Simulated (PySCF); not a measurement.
**Where the electron goes**

C6H5F.
Z-matrix (Å and degrees, GFN2-xTB geometry), rows numbered from 1:
```
F 
C   1  1.3506
C   2  1.3827  1  118.95
C   3  1.3840  2  118.55  1  -180.00
C   4  1.3851  3  120.30  2     0.03
C   5  1.3852  4  120.19  3    -0.02
C   2  1.3828  1  118.94  3   180.00
H   3  1.0786  2  119.82  1    -0.05
H   4  1.0795  3  119.58  2  -179.98
H   5  1.0795  4  119.90  3   179.91
H   6  1.0796  5  120.09  4  -180.00
H   7  1.0786  2  119.82  1     0.04
```

Method: TDDFT CAM-B3LYP/def2-SVPD, vertical, gas phase, core orbitals frozen in the response in PySCF 2.14.0, density-fitted response routines.

Kohn–Sham orbitals with the atoms that hold most of them (Löwdin shares over 4%, at most four atoms; ? is withheld):

| orbital | ε (eV) | atoms |
| --- | --- | --- |
| LUMO+2 | 1.63 | C5 16%, C6 13%, C4 13%, H10 12% |
| LUMO+1 | 0.83 | C5 21%, C2 21%, C4 12%, C6 12% |
| LUMO | 0.53 | ? |
| HOMO | -8.54 | C5 24%, C2 20%, F1 11%, C7 10% |
| HOMO-1 | -8.96 | ? |
| HOMO-2 | -11.46 | C2 12%, F1 12%, C6 12%, C4 12% |
| HOMO-3 | -12.12 | C5 24%, H10 15%, C4 12%, C6 12% |

Q: Which atoms hold the LUMO, and with what shares?

A: C6 (bonded to 2 C and H) 19%; C4 (bonded to 2 C and H) 19%; C3 (bonded to 2 C and H) 18%; C7 (bonded to 2 C and H) 18%.

Q: Give the leading atoms of the HOMO-1.

A: C3 (bonded to 2 C and H) 21%; C7 (bonded to 2 C and H) 20%; C6 (bonded to 2 C and H) 20%; C4 (bonded to 2 C and H) 20%.

Q: The HOMO–LUMO gap is 9.07 eV. Where does the response calculation put the lowest singlet, and from which orbitals?

A: S1 is at 5.51 eV (f = 0.012), 3.56 eV below the gap, made of HOMO→LUMO (68%), HOMO-1→LUMO+1 (32%). 

Next come S2 at 6.28 eV (f 0.0014), HOMO→LUMO+1 (55%), HOMO-1→LUMO (44%); S3 at 7.24 eV (f 0.596), HOMO-1→LUMO (54%), HOMO→LUMO+1 (42%); S4 at 7.27 eV (f 0.0055), HOMO→LUMO+2 (96%); S5 at 7.28 eV (f 0.588), HOMO-1→LUMO+1 (66%), HOMO→LUMO (31%).

Löwdin shares depend on the basis, the more so with diffuse functions.
